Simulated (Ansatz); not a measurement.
Input file for Ansatz (a program for electronic structure): R-CCSD(T)/aug-cc-pVDZ on C4H4 (a complex).

Ansatz 0.2 input:
```yaml
crystal:
  periodic: [false, false, false]
  atoms:
    - {symbol: C, position_ang: [-0.59956466, -0.06930938, -2.04995655]}
    - {symbol: H, position_ang: [-1.66156966, -0.06926638, -2.05587755]}
    - {symbol: C, position_ang: [0.61227434, -0.06940338, -2.04672755]}
    - {symbol: H, position_ang: [1.67430034, -0.06953238, -2.04692355]}
    - {symbol: C, position_ang: [-0.00439266, 0.05022862, 1.44293845]}
    - {symbol: H, position_ang: [-0.00099766, 0.01649362, 0.37964145]}
    - {symbol: C, position_ang: [-0.00832866, 0.08851862, 2.65440445]}
    - {symbol: H, position_ang: [-0.01159466, 0.12189462, 3.71531545]}
basis:
  gaussian:
    orbitals: aug-cc-pVDZ
magnetization: {spin_polarized: false}
correlation: {method: ccsd_t, electrons: outside_noble_gas}
scf: {lower_state_search: off}
```

The log:

```
WARN ansatz: RAYON_NUM_THREADS=2 ignored (pool sized by the plan → 2); use --threads N
Functional definition: HF
these checks for a lower state are left out or cut short: stability, starts, cluster_reference, orbital_swaps, neighbouring_geometries, increment
integrals: 0.27 GiB planned
1296 factors; integrals over basis functions are off by at most 1.1e-3 eV
mean field: 0.32 GiB planned
mean field evaluation 1: about -4178.2946 eV, gradient 3.1e1 eV
mean field evaluation 2: about -4178.2950 eV, gradient 3.1e1 eV
mean field evaluation 4: about -4181.1551 eV, gradient 2.4e0 eV
mean field evaluation 8: about -4181.1756 eV, gradient 1.6e-2 eV
mean field -4181.17557414 eV, -153.6553682469 hartree, gradient 2.6e-6 eV, S^2 0.000000; 0 other end points of the search recorded, 0 dependent functions left out
4 core orbitals not correlated
reference -4181.17557414 eV, -153.6553682469 hartree; 10, 10 occupied and 114, 114 virtual orbitals, 1296 factors
second order -14.48228507 eV of doubles, -0.00000000 eV of singles
coupled cluster: 0.76 GiB planned
cycle   1  -14.71886001 eV  change   -2.4e-1 eV  update   9.5e-2
cycle   2  -15.19217136 eV  change   -4.7e-1 eV  update   3.2e-2
cycle   3  -15.30760622 eV  change   -1.2e-1 eV  update   1.5e-2
cycle   4  -15.32002748 eV  change   -1.2e-2 eV  update   4.7e-3
cycle   5  -15.32268475 eV  change   -2.7e-3 eV  update   1.1e-3
cycle   6  -15.32289525 eV  change   -2.1e-4 eV  update   3.1e-4
cycle   7  -15.32301525 eV  change   -1.2e-4 eV  update   8.2e-5
cycle   8  -15.32308240 eV  change   -6.7e-5 eV  update   2.8e-5
cycle   9  -15.32307952 eV  change    2.9e-6 eV  update   7.8e-6
perturbative correction -0.69300641 eV, -0.0254675157 hartree
Total energy: -4197.19166006 eV, -154.2439485485 hartree
Checks for a lower state left out: stability, starts, cluster_reference, orbital_swaps, neighbouring_geometries, increment
```

The run converged.

Cost: roughly 24 core-seconds.
